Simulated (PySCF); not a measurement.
**LiF: input and log**

State: ¹Σ⁺ (singlet), closed shell.

An equivalent input (the run itself took its basis sets from the Basis Set Exchange, started from a PBE0 density and held the occupation σ 4α 4β, πx 1α 1β, πy 1α 1β):

```python
from pyscf import gto, dft
mol = gto.M(atom='Li 0 0 0; F 0 0 1.58', basis={'Li': 'cc-pVDZ', 'F': 'cc-pVDZ'},
            charge=0, spin=0, verbose=4, symmetry='C2v')
mf = dft.UKS(mol, xc='PBE0')
mf.grids.atom_grid = (80, 434)
mf.grids.prune = dft.gen_grid.treutler_prune
mf.irrep_nelec = {'A1': (4, 4), 'B1': (1, 1), 'B2': (1, 1)}
mf.conv_tol = 1e-9
mf.max_cycle = 60
mf.diis_space = 10
mf.kernel()
```

The log (some set-up lines and the per-cycle HOMO/LUMO lines removed):

```
******** <class 'pyscf.dft.uks_symm.SymAdaptedUKS'> ********
method = SymAdaptedUKS
damping factor = 0
level_shift factor = 0
DIIS = <class 'pyscf.scf.diis.CDIIS'>
diis_start_cycle = 1
diis_space = 10
diis_damp = 0
SCF conv_tol = 1e-09
SCF conv_tol_grad = None
SCF max_cycles = 60
number electrons alpha = 6  beta = 6
Set gradient conv threshold to 3.16228e-05
init E= -107.311955833907
cycle= 1 E= -107.305969537083  delta_E= 0.00599  |g|= 0.00363  |ddm|= 0.0766
cycle= 2 E= -107.305964986985  delta_E= 4.55e-06  |g|= 0.00642  |ddm|= 0.0199
cycle= 3 E= -107.305978633643  delta_E= -1.36e-05  |g|= 0.00046  |ddm|= 0.00724
cycle= 4 E= -107.305978746543  delta_E= -1.13e-07  |g|= 5.25e-05  |ddm|= 0.00108
cycle= 5 E= -107.305978748352  delta_E= -1.81e-09  |g|= 2.07e-05  |ddm|= 0.00016
cycle= 6 E= -107.305978748526  delta_E= -1.74e-10  |g|= 3.18e-07  |ddm|= 3.86e-05
Extra cycle  E= -107.305978748527  delta_E= -3.98e-13  |g|= 1.25e-07  |ddm|= 2.1e-06
converged SCF energy = -107.305978748527  <S^2> = -3.5527137e-15  2S+1 = 1
```

Repeating this along the bond gives Re = 1.578 Å and ωe = 982 cm⁻¹.

A point of this curve took 0.31 CPU seconds beside 0.019 for the integrals (shared host).
